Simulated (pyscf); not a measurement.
Single points on ωB97X-D3(BJ)/def2-SVP structures (PySCF, gas phase). Correlated levels are frozen-core, on RHF or UHF. ΔMP2 is the change of the MP2 total energy from the triple- to the quadruple-zeta basis.

**Question.** PBE/def2-TZVP puts the barrier of HO–GeH₃ (SMILES [OH][GeH3]) + H• (SMILES [H]) → GeH₃• (SMILES [GeH3]) + H₂O (SMILES O) (substitution at O; doublet surface; Ge–O broken, H–O formed) at 0.22 eV and the reaction energy at -0.82 eV, from the separated reactants. What do PBE0-D3(BJ)/def2-TZVP, ωB97M-D3(BJ)/def2-TZVP, CCSD(T)/def2-TZVPP + ΔMP2(QZVPP) give on the same structures?

**Answer.** PBE0-D3(BJ): ΔE‡ = 0.47 eV, ΔE = -0.80 eV; ωB97M-D3(BJ): ΔE‡ = 0.62 eV, ΔE = -0.85 eV; CCSD(T): ΔE‡ = 0.68 eV, ΔE = -0.85 eV. PBE's barrier lies under all of them, by 0.24 to 0.45 eV. Its reaction energy lies among theirs. Low barriers are usual for a GGA, whose delocalisation error favours stretched bonds. The same reactants have a lower exit, to HO–GeH₂• + H₂ (barrier +0.13 eV at ωB97M-D3(BJ), against +0.62 eV here). This is the saddle that the search found; another between the same sides may lie lower. The angle at the attacked O is 145°. The CCSD(T) − MP2 part came from Ansatz, without density fitting, on the same reference. The frozen core leaves the outer d or s,p core shells of the metals and heavy elements correlated in the MP2 and CC values, and def2-TZVPP describes them poorly, which can shift differences by a few kcal/mol. Elements up to Kr have no core potential and no relativistic terms here.
